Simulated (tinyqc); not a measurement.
Inside a calculation. Method: harmonic frequencies on the unrestricted LDA (VWN5)/sto-6g surface (energies and gradients from PySCF), for LiH+, spin multiplicity 2. Computed by tinyqc, a small Python program that keeps every step (integrals from PySCF). Settings: charge = 1, multiplicity = 2, basis = sto-6g, functional = lda,vwn, delta = 0.01. Command: `OMP_NUM_THREADS=1 python tinyqc.py 29241 29242 out.jsonl` (the two numbers bound the seeds that draw the settings). One thread of a shared host (Intel(R) Xeon(R) Processor @ 2.60GHz), about 6 s of CPU time with the checks.

## One row of the Hessian: 2Hz

optimised positions (bohr):
```
           x        y         z
1Li  0.00000  0.00000  -0.22832
2H   0.00000  0.00000   3.52963
```

gradient at +delta (hartree/bohr):
```
             x          y           z
1Li  0.0000000  0.0000000  -0.0002174
2H   0.0000000  0.0000000   0.0002189
```

gradient at -delta (hartree/bohr):
```
             x          y           z
1Li  0.0000000  0.0000000   0.0002250
2H   0.0000000  0.0000000  -0.0002235
```

Displace 2Hz by +/-0.01 bohr; H(k, :) = (g(+) - g(-)) / (2 delta).

row of the Hessian (hartree/bohr^2): 1Lix 0.0000000, 1Liy 0.0000000, 1Liz -0.0221231, 2Hx 0.0000000, 2Hy 0.0000000, 2Hz 0.0221208

## Hessian by finite differences

All rows are made in the same way, and the matrix is symmetrised.

Hessian (symmetrised) (hartree/bohr^2), lower triangle:
```
            1Lix        1Liy        1Liz        2Hx        2Hy        2Hz
1Lix  -0.0000005
1Liy   0.0000000  -0.0000005
1Liz   0.0000000   0.0000000   0.0221231
2Hx   -0.0000043   0.0000000   0.0000000  0.0000090
2Hy    0.0000000  -0.0000043   0.0000000  0.0000000  0.0000090
2Hz    0.0000000   0.0000000  -0.0221220  0.0000000  0.0000000  0.0221208
```

## Normal modes

masses (u): 1Li 7.01600, 2H 1.00782

Diagonalise H_ij / sqrt(m_i m_j); the 5 smallest eigenvalues belong to translations and rotations; wavenumber = sqrt(eigenvalue / 1822.888) x 219474.63; each mode has its largest component positive (the first on a tie); zero-point energy = sum of wavenumbers / 2, with 349.755 1/cm per kcal/mol.

eigenvalues of the mass-weighted Hessian (hartree/(bohr^2 u)): 0.00000  0.00000  0.00000  0.00001  0.00001  0.02510

harmonic wavenumbers of the vibrations (1/cm): 814.4

mass-weighted modes:
```
        mode 1
1Lix   0.00000
1Liy   0.00000
1Liz  -0.35442
2Hx    0.00000
2Hy    0.00000
2Hz    0.93509
```

zero-point energy = 1.16431 kcal/mol
